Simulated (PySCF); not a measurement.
## Telling isomers of C6H6 apart by NMR

[PySCF 2.14.0 with density-fitted response routines: spin–spin couplings from B3LYP/pcJ-1 (spin–dipole term left out of most H,H and C,H couplings); coordinates at the GFN2-xTB level; PBE0/pcSseg-1 with gauge-including orbitals; non-relativistic Hamiltonian; no solvent model; one computed conformer; one averaged value for each set of equivalent atoms]

References, each an isolated molecule treated in the same way: 1H, 13C vs TMS. Multiplet labels drop J under 1 Hz and among equivalent protons, and merge close values. Unscaled 3J(H,H) run several per cent high. Shifts are as computed. Against solution values, carbons near 30 ppm lie about +3 ppm off and those near 130 ppm about +5 ppm. Of 1211 compounds with measured shifts, 218 miss one by over three times the rms of a fit or turn the order of signals round; such compounds aren't used in these exercises.

(1) Tabulate the signals of `c1ccccc1`, `C1=CC2C=CC12`, `C#CCC#CC` and their relative energies.

(2) What is the quickest way to tell C1=CC2C=CC12 from C#CCC#CC?

(3) What is the quickest way to tell c1ccccc1 from C1=CC2C=CC12?

(4) What is the quickest way to tell c1ccccc1 from C#CCC#CC?

## Answers

(1) 
```tsv
SMILES	carbon types	δC	δH	E rel. (kcal/mol)
c1ccccc1	6×CH	133.9	7.66 (s, 6H)	0.0
C1=CC2C=CC12	6×CH	154.5, 53.9	6.98 (m, 4H), 4.06 (m, 2H)	80.3
C#CCC#CC	3×C 1×CH 1×CH2 1×CH3	83.9, 83.9, 79.2, 75.1, 11.7, 4.7	3.22 (quint, 2H), 1.99 (t, 3H), 1.43 (t, 1H)	90.4
```

Energies are electronic energies at PBE0/pcSseg-1 on these geometries, without zero-point or thermal terms, each for the one conformer computed, which needn't be the lowest.

(2) Count the carbon signals: 2 against 6. The first has an alkene CH at 154.5 ppm, the second an alkyne carbon (C) at 83.9 ppm. In the proton spectra the most deshielded non-exchanging signals are 6.98 (m, 4H) and 3.22 (quint, J = 3.6 Hz, 2H).

(3) Count the carbon signals: 1 against 2. The first has an aromatic CH at 133.9 ppm, the second an allylic sp3 CH at 53.9 ppm. Their most deshielded carbons lie at 133.9 and 154.5 ppm. In the proton spectra the most deshielded non-exchanging signals are 7.66 (s, 6H) and 6.98 (m, 4H).

(4) Count the carbon signals: 1 against 6. The first has an aromatic CH at 133.9 ppm, the second an alkyne carbon (C) at 83.9 ppm. In the proton spectra the most deshielded non-exchanging signals are 7.66 (s, 6H) and 3.22 (quint, J = 3.6 Hz, 2H).
